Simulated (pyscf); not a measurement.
Single points on ωB97X-D3(BJ)/def2-SVP structures (PySCF, gas phase). MP2 and CC: frozen core, UHF for open shells. ΔMP2 is the change of the MP2 total energy from the triple- to the quadruple-zeta basis.

**Question.** H₃C–InH₂ + hydrogen chloride (HCl) → methane (CH₄) + Cl–InH₂
Surface: singlet. Broken: C–In, Cl–H. Formed: C–H, Cl–In. Give ΔE‡ and ΔE from CCSD(T)/def2-TZVPP + ΔMP2(QZVPP), relative to the separated reactants.

**Answer.** ΔE‡ = 5.5 kcal/mol, ΔE = -37.3 kcal/mol. Zero-point energy shifts the barrier by +0.5 kcal/mol. It is a four-centre exchange, with an imaginary mode of 982i cm⁻¹. On the reactant side the descent ends in an adduct with a Cl–In contact, 7.1 kcal/mol under the separated species and 9.9 kcal/mol under the saddle at ωB97X-D3(BJ)/def2-TZVP. On the product side the descent ends in a complex, 4.0 kcal/mol under the separated species and 47.2 kcal/mol under the saddle at ωB97X-D3(BJ)/def2-TZVP. What is counted as formed (Cl–In) is already present as a longer contact in the reactant adduct; forming that adduct is a step of its own. At ωB97X-D3(BJ) the barrier from the zero used here is 2.8 kcal/mol. One saddle was located; it need not be the lowest between these sides. The CCSD(T) − MP2 part came from Ansatz, without density fitting, on the same reference. The frozen core leaves the outer d or s,p core shells of the metals and heavy elements correlated in the MP2 and CC values, and def2-TZVPP describes them poorly, which can shift differences by a few kcal/mol. Elements past Kr carry the def2 core potentials, without spin-orbit coupling.
